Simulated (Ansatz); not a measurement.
# C3H8O: the cost of one run

Program: Ansatz 0.2.0. Level of theory: the levels named in each step. These are calculated values, not measurements.

### Step 1. The structure to begin with

Bond lengths: C1–C2 1.317 Å, C3–O4 1.407 Å, C1–H5 1.079 Å, C1–H6 1.078 Å, C2–H7 1.077 Å, C2–H8 1.078 Å, C3–H9 1.095 Å, C3–H10 1.095 Å, C3–H11 1.089 Å, O4–H12 0.963 Å. Angles: C1–C2–H7 122.5°, C1–C2–H8 121.6°, H7–C2–H8 115.9°, C2–C1–H5 122.1°, C2–C1–H6 122.1°, H5–C1–H6 115.8°, C3–O4–H12 109.1°, O4–C3–H9 111.5°, O4–C3–H10 111.6°, O4–C3–H11 106.5°, H9–C3–H10 109.1°, H9–C3–H11 109.0°, H10–C3–H11 109.0°.

As a file:

```xyz
12

C    -1.1851    0.1764    2.0577
C    -0.4688    1.0852    1.4294
C     0.7354   -1.2492   -1.3369
O     0.7419    0.1194   -1.6648
H    -1.6382    0.3661    3.0179
H    -1.3543   -0.8052    1.6450
H    -0.0162    0.9031    0.4691
H    -0.3015    2.0628    1.8519
H    -0.2821   -1.6176   -1.1686
H     1.2105   -1.8535   -2.1163
H     1.3056   -1.3492   -0.4151
H     0.2448    0.2515   -2.4785
```

### Step 2. A rough first relaxation, PBE-D4/def2-SVP

Input file input.yaml:

```yaml
crystal:
  periodic: [false, false, false]
  atoms:
    - { symbol: C, position_ang: [-1.18507, 0.17639, 2.05773] }
    - { symbol: C, position_ang: [-0.46883, 1.08518, 1.42936] }
    - { symbol: C, position_ang: [0.73536, -1.24922, -1.33693] }
    - { symbol: O, position_ang: [0.74191, 0.11937, -1.66484] }
    - { symbol: H, position_ang: [-1.63816, 0.36614, 3.01787] }
    - { symbol: H, position_ang: [-1.3543, -0.80517, 1.64505] }
    - { symbol: H, position_ang: [-0.0162, 0.90306, 0.46905] }
    - { symbol: H, position_ang: [-0.30146, 2.06278, 1.85194] }
    - { symbol: H, position_ang: [-0.28209, -1.61762, -1.16864] }
    - { symbol: H, position_ang: [1.21049, -1.85345, -2.11634] }
    - { symbol: H, position_ang: [1.30563, -1.34922, -0.41513] }
    - { symbol: H, position_ang: [0.24483, 0.25149, -2.47855] }
basis:
  gaussian: { orbitals: def2-SVP }
hamiltonian:
  xc: pbe
  dispersion: d4
relax:
  f_tol: 0.03
  max_steps: 200
```

On the command line:

```console
ansatz run input.yaml --threads 4 --pin off --max-ram 10240MiB --backend cpu --events-out ev --progress --plain --runs-dir out
```

**Question.** How long does this run take on 4 threads of Intel Xeon Platinum 8488C (Sapphire Rapids), shared host, and how much memory does it need?

About 12 s, with a peak of 0.14 GiB.
